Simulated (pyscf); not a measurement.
H₂B–O–CH₃ → HB=O + methane (CH₄), an elimination (singlet surface; B–H, C–O broken, C–H formed). Structures and frequencies: ωB97X-D3(BJ)/def2-SVP in PySCF. Correlated levels are frozen-core, on RHF or UHF. ΔMP2 is the change of the MP2 total energy from the triple- to the quadruple-zeta basis. Energies in kJ/mol from the reactant's lowest minimum found.

AM1 to PM7: differences of heats of formation from MOPAC. 

Q: In single points PM3 puts the saddle at 403.5 kJ/mol and the reaction energy at -90.0 kJ/mol. Should these be trusted to within a few kcal/mol? Compare with CCSD(T)/def2-TZVPP + ΔMP2(QZVPP).

A: CCSD(T)/def2-TZVPP + ΔMP2(QZVPP) gives ΔE‡ = 355.1 kJ/mol and ΔE = -54.5 kJ/mol. PM3 lies 48.5 kJ/mol over it in the barrier and 35.5 kJ/mol under it in the reaction energy, so on this step it does not hold to within 12.6 kJ/mol. CCSD(T)/def2-TZVPP + ΔMP2(QZVPP) has limits of its own. The same reactants have a lower exit, to H₂B–O• + CH₃• (no saddle counted: cutting one bond costs +346.3 kJ/mol at ωB97M-D3(BJ), against +384.0 kJ/mol here). H₂B–O–CH₃ lies 98.2 kJ/mol over its isomer H₃C–BH–OH (electronic energy, ωB97M-D3(BJ)). One saddle was located; it need not be the lowest between these sides. One closed-shell reference is unstable to symmetry breaking; treat the single-reference values with care. The CCSD(T) − MP2 part came from Ansatz, without density fitting, on the same reference. The largest closed-shell T1 diagnostic is 0.059, which may signal static correlation.
